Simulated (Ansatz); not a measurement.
Reaction: BNH4 (SMILES BN) → BH2 (SMILES [BH2], doublet) + NH2 (SMILES [NH2], doublet) (the B-N bond breaks)
Each species at its own B3LYP-D3(BJ)/def2-TZVP minimum (Ansatz, a quantum-chemistry and plane-wave program).

Wanted: bond dissociation energy (electronic), in kJ/mol. Open shells are spin-unrestricted; no spin-orbit coupling. CBS(X,Y): correlation extrapolated as X^-3, Hartree-Fock from the larger set (Q,5: extrapolated as (X+1)exp(-9√X)). A bracket is a step between two methods taken in the basis named. Functionals run without relativity, which enters their misses. Double hybrids freeze cores in their MP2 part. 'core' is core correlation in cc-pwCVTZ, 'X2C' scalar relativity in cc-pVTZ-DK, both at CCSD(T).

CCSD(T)/CBS(cc-pVQZ,cc-pV5Z) + [CCSDT(Q) - CCSD(T)]/cc-pVTZ + [CCSDTQ - CCSDT(Q)]/cc-pVDZ + core + X2C (Ansatz) gives 622.5 kJ/mol.

### Question
What does PBE/def2-TZVPD (Ansatz) give here, and how do the other levels compare?

### Answer
PBE gives 620.7 kJ/mol, 1.8 kJ/mol below it. Differences of the others: r2SCAN/def2-TZVPD (Ansatz) -26.2; B3LYP/def2-TZVPD (Ansatz) -19.4; PBE0/def2-TZVPD (Ansatz) -11.6; B2PLYP/def2-TZVPD (Ansatz) -11.6; CCSD(T)/CBS(cc-pVQZ,cc-pV5Z) + core + X2C (Ansatz) 0.4 kJ/mol. Nearer than PBE: CCSD(T)/CBS(cc-pVQZ,cc-pV5Z) + core + X2C.
